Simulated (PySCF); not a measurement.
**Substituent chemical shifts**

Parent skeleton `[BH2:1][F:2]`; one hydrogen on atom 1 is replaced by X. Hydrogens on one atom are averaged.

PySCF 2.14.0 with density-fitted response routines calculation with PBE0-D3(BJ)/def2-SVP geometry and GIAO PBE0/pcSseg-1 shieldings; a single conformation, rapidly exchanging positions averaged, non-relativistic Hamiltonian, in vacuum.

δ = σ(ref) − σ, references computed at the same level: 11B (σref 100.73) vs BF3·OEt2; 19F (σref 177.25) vs CFCl3; TMS for 1H (σref 31.27).

Parent (X = H): B1 55.5, F2 26.7, H(B1) 5.47 ppm. Effects are Δδ = δ(X) − δ(H), positive for deshielding.

Known members:
| X | B1 | F2 | H(B1) |
| --- | --- | --- | --- |
| OCH3 | -32.3 | -108.5 | -1.33 |

Four more derivatives gave (Δδ, ppm):
```csv
compound,B1,F2,H(B1)
1,+16.5,+0.0,+1.07
2,-14.2,-23.9,-0.08
3,-31.2,-97.0,-1.11
4,+3.4,-39.7,+0.29
```

Problem. Their substituents are BMe2, CH2OCH3, Cl, OCHF2. Which is which?

Solution. 1: X = BMe2 (CB(C)BF); 2: X = Cl (FBCl); 3: X = OCHF2 (FBOC(F)F); 4: X = CH2OCH3 (COCBF).

Unscaled 19F shifts against computed CFCl3 carry errors that often reach 10 to 50 ppm.
